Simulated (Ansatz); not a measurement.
This Ansatz (a program for electronic structure) input (CCSD(T)/aug-pcseg-1) gives -76.23771 Eh with 41 basis functions. A basis named .json is the Basis Set Exchange file of that set (core-valence sets with the plain set on hydrogen).

Ansatz 0.2 input:
```yaml
crystal:
  periodic: [false, false, false]
  atoms:
    - {symbol: O, position_ang: [0.00702152, 0.00134342, 0.11666744]}
    - {symbol: H, position_ang: [-0.04995842, 0.75929218, -0.47415850]}
    - {symbol: H, position_ang: [-0.00621371, -0.77003954, -0.45918106]}
basis:
  gaussian:
    orbitals: aug-pcseg-1.json
magnetization: {spin_polarized: false}
correlation: {method: ccsd_t, electrons: outside_noble_gas}
```

Change:
```diff
- orbitals: aug-pcseg-1.json
+ orbitals: aug-cc-pVTZ
```

Problem. What does the run give now?

Solution. -76.34229 Eh (CCSD(T)/aug-cc-pVTZ, 92 functions), a change of -104.58 mEh.
